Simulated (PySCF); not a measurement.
A structure optimised at r2SCAN-D4/def2-TZVP, used in a PySCF frequency run:

```xyz
9

C     -0.1633     1.2269     0.0000
C      0.4541    -0.1314     0.0000
C     -0.2199    -1.2763     0.0000
H      0.1524     1.8017     0.8769
H      0.1524     1.8017    -0.8769
H     -1.2536     1.1701     0.0000
H      1.5429    -0.1629     0.0000
H     -1.3060    -1.2917     0.0000
H      0.2871    -2.2342     0.0000
```
Charge 0, spin multiplicity 1.

Q: Write its SMILES, formula and point group.

A: C=CC, C3H6, Cs

Q: What are its rotational constants (standard atomic weights)?

A: 46.981, 9.3517, 8.1912 GHz
